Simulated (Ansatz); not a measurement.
hcp Re, relaxed in Ansatz (plane waves) with several semilocal functionals. Each gives its own volume and its own bulk modulus:

| level | V0 (Å³/atom) | bulk modulus (GPa) | ln V0 | ln B0 |
|---|---|---|---|---|
| LDA | 14.331 | 404.8 | 2.6624 | 6.0034 |
| PBEsol | 14.553 | 390.9 | 2.6778 | 5.9685 |
| PBE | 14.949 | 364.2 | 2.7046 | 5.8977 |

Question: Fit a straight line to ln B0 against ln V0. What does it predict for r²SCAN, whose volume is 14.697 Å³/atom?

Answer: With x = ln V0 and y = ln B0: means 2.68160 and 5.95653; Σ(Δx Δy) = -0.002298, Σ(Δx²) = 0.0009121, so the slope is -2.52. At x = 2.6876 the line gives y = 5.95653 + (-2.52) × (2.6876 − 2.68160) = 5.9414, or 380.5 GPa. The run with r²SCAN gives 388.1 GPa, +2.0 % from the line. The rows used scatter about it by up to 0.2 %, while the largest value lies 11 % above the smallest. For comparison, PBE's own equation of state has B′ = 4.5, the slope −d ln B/d ln V at a fixed functional; the two needn't agree, since functionals also differ at one volume.

Measured: 369 GPa (measured, zero-point energy and finite temperature contributions removed, our sources range from 369 to 381; as tabulated in doi:10.1021/acs.jctc.3c00612).

Ansatz's density-functional and Hartree–Fock values are scalar-relativistic unless marked +SOC, with PAW data made under PBE.

Ansatz is a quantum-chemistry and plane-wave program.
